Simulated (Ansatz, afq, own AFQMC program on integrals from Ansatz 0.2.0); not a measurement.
**Where AFQMC and coupled cluster stand for BH₂O, doublet**

```yaml
atoms:
  - { symbol: B, position_ang: [0.0000, 0.0000, 0.8464] }
  - { symbol: O, position_ang: [0.0000, 0.0000, -0.7546] }
  - { symbol: H, position_ang: [0.0000, 1.0503, 1.4496] }
  - { symbol: H, position_ang: [0.0000, -1.0503, 1.4496] }
```

Connectivity, by distances: BH2–O.

Basis cc-pVDZ. Noble-gas cores (and the filled d shells of Ga–Kr and In–Xe) are frozen. Integrals, coupled cluster, full CI and functionals: Ansatz 0.2.0; the random walks run on the same integrals in our own AFQMC program. The CISD trial takes its coefficients from CCSD amplitudes. Released means that phaseless walkers are propagated on without the constraint, phases kept. ± is one standard error of the sampling.

Determinant: UHF, the one that the program's search chose, which needn't be the lowest solution. The geometry is a point of a scan.

No full CI on the walks' own integrals is used here; CCSDT(Q) serves as the reference and is uncertain by about the last step of the cluster series.

* T1 diagnostic: 0.0292
* weight of the determinant in the CISD state: 0.890
* ⟨S²⟩ of the determinant: 0.762
* size of the correlated space: 11 electrons in 36 orbitals

Reference: CCSDT(Q), correlation energy -7.330 eV. The released energy is read at 2.40 1/Eh (meV from the phaseless value at times in 1/Eh: -16 ± 14 at 0.24, -34 ± 13 at 0.51, -14 ± 13 at 0.99, -40 ± 16 at 1.62, -43 ± 19 at 2.40).

```tsv
level	E − E(reference) (meV)	share of correlation (%)
HF	7329.6	0.00
MP2	1073.1	85.36
CCSD	233.1	96.82
CCSD(T)	51.9	99.29
CCSDT	17.9	99.76
ph-AFQMC/HF	-126.5 ± 70.6	101.73
ph-AFQMC/CISD	46.3 ± 12.2	99.37
released AFQMC	3.6 ± 19.3	99.95
```

A walk keeps the symmetry of its determinant, which the program's search chose and which needn't be the lowest solution, so a lower state of the same spin and another symmetry isn't excluded. Released energies are given only where the last usable release times agree within the noise; a slower fall can still hide under it.
